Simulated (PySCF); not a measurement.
C₄H₆ (triplet state).
Structure used (GFN2-xTB), in Å, numbered top down from 1:
```
atom  x, y, z in Å
C1    -1.699   -0.152   -0.078
C2    -0.748    0.775    0.306
C3     0.588    0.646    0.186
C4     1.583   -0.292   -0.297
H5    -2.747    0.041    0.060
H6    -1.415   -1.088   -0.525
H7    -1.118    1.697    0.748
H8     2.189    0.165   -1.084
H9     2.258   -0.589    0.510
H10    1.118   -1.198   -0.705
```

The hyperfine couplings belong to this conformer and change with its torsions.

The species is `C=C[C]C` [triplet].

Method used: UKS B3LYP, pcH-1 on C H, non-relativistic, mean-field spin-orbit, GIAO (PySCF 2.14.0). Geometry: GFN2-xTB, one conformer, isolated molecule. This triplet need not be the ground state; the singlet was not compared here. A GFN2-xTB geometry isn't a minimum of the functional, and hyperfine couplings can be far from their values at a DFT geometry. The SCF solution wasn't tested for stability.

Q: Match the computed a_iso(13C) values +185.0, +62.7, -19.1 MHz with the sites C1; C2; C3.

A: 
```json
{"site": "C1", "a_iso (MHz)": "+62.7", "ρ(0) (bohr⁻³)": "+0.1115", "position": "2 bonds from C3", "distance from C3 (Å)": "2.44", "spin population": "+0.74", "largest |T| (MHz)": "50.6"}
{"site": "C2", "a_iso (MHz)": "-19.1", "ρ(0) (bohr⁻³)": "-0.0340", "position": "1 bond from C3", "distance from C3 (Å)": "1.35", "spin population": "-0.32", "largest |T| (MHz)": "18.4"}
{"site": "C3", "a_iso (MHz)": "+185.0", "ρ(0) (bohr⁻³)": "+0.3291", "position": "largest spin population", "distance from C3 (Å)": "0.00", "spin population": "+1.54", "largest |T| (MHz)": "63.9"}
```

Q: Match the computed a_iso(1H) values +53.6, +49.6, -22.5, -16.6 MHz (means over equivalent nuclei) with the sites H5; H6; H7; H8/H9/H10.

A: 
```tsv
site	a_iso (MHz)	ρ(0) (bohr⁻³)	position	distance from C3 (Å)	bound to	spin population there	largest |T| (MHz)
H5	-16.6	-0.0074	3 bonds from C3, on C1 of spin population +0.74	3.39	C1	+0.74	15.2
H6	-22.5	-0.0101	3 bonds from C3, on C1 of spin population +0.74	2.74	C1	+0.74	13.0
H7	+49.6	+0.0222	2 bonds from C3, on C2 of spin population -0.32	2.08	C2	-0.32	7.9
H8/H9/H10	+53.6	+0.0240	2 bonds from C3	2.11	C4	-0.09	7.8
```

ρ(0) is the spin density at the nucleus and T the dipolar tensor; entries for several nuclei are means. The largest Mulliken spin populations are on C3 (+1.54), C1 (+0.74), C2 (-0.32) and C4 (-0.09).

Class means assume fast exchange of nuclei equivalent by connectivity; if that motion is slow, each nucleus keeps its own coupling. The three 1H nuclei of mean +53.6 MHz run from 44.2 to 72.1 MHz in the frozen geometry.
